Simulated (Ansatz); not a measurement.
Molecule: methanol, CH4O, net charge 0, singlet state. SMILES: CO
Coordinates optimised at B3LYP-D3(BJ)/def2-TZVP (Ansatz, an electronic-structure program):
```xyz
6

C     -0.0525     0.6636    -0.0008
O     -0.0399    -0.7570     0.0018
H     -1.0978     0.9691     0.0075
H      0.8740    -1.0577    -0.0054
H      0.4365     1.0833     0.8854
H      0.4213     1.0799    -0.8968
```
Charge 0, spin multiplicity 1.

Property: atomisation energy, in kcal/mol. Set-up: spin-orbit terms left out; atomisation electronic, to ground-state atoms; UHF or UKS for open shells; valence correlation only; 6-311+G** with 5d; non-relativistic; six Cartesian d functions in 6-31G* and its kin unless marked 5d; LANL2DZ all-electron up to Ne. CBS marks a two-point X^-3 extrapolation of the correlation energy; Hartree-Fock from the larger set. Ab initio and DFT rows: single points at B3LYP-D3(BJ) geometries (Ansatz).

Coupled cluster (Ansatz) is a level with limits of its own, used here on species with T1 under 0.025 (0.045 for open shells) and stable references: CCSD(T)/CBS(cc-pVTZ,cc-pVQZ).

Value to compare with, CCSD(T)/CBS(cc-pVTZ,cc-pVQZ) (Ansatz): 512.5 kcal/mol.

```
level         program  atomisation energy (kcal/mol)  difference
------------  -------  -----------------------------  ----------
HF/STO-3G      Ansatz                          425.6       -86.9
HF/3-21G       Ansatz                          337.5      -175.0
HF/LANL2DZ     Ansatz                          336.2      -176.3
HF/6-31G*      Ansatz                          362.0      -150.5
HF/6-311+G**   Ansatz                          366.0      -146.5
```

Among the 5 habitual levels, HF/LANL2DZ lies farthest from CCSD(T)/CBS(cc-pVTZ,cc-pVQZ) (Ansatz) (-176.3 kcal/mol) and HF/STO-3G nearest (-86.9); 0 of 5 lie above it, and their mean absolute difference is 147.0 kcal/mol, the median 150.5. One case shows no general order.

The sets are all those run for this method; runs whose electronic state is in doubt are left out.
